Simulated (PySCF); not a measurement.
A structure optimised at PBE0-D3(BJ)/def2-SVP (Å):
```
atom  x, y, z in Å
C1     0.9724   -0.5858   -0.5616
C2    -0.0339    0.1170    0.0142
N3    -0.9322    0.7450    0.5291
```

Charge -1 and triplet state.

**Question.** Which heavy atoms are bonded, and with what formal order?

**Answer.** C1–C2 1.36 Å (single); C2–N3 1.21 Å (triple). The orders are those of one drawing; other resonance forms can be drawn.

**Question.** Give the structure as a SMILES string.

**Answer.** `[C-]C#N`, [C2N]-, C2N- anion.

**Question.** What is the point group of this geometry?

**Answer.** C∞v (tolerance 0.08 Å).

**Question.** Describe the place of each heavy atom.

**Answer.** C1: carbon bonded to C; C2: carbon bonded to C and N; N3: nitrogen bonded to C.

**Question.** What is the arrangement about C2?

**Answer.** It has 2 neighbours (C1, N3) and is linear (angle 180.0°).

The numbers are calculated, not measured.
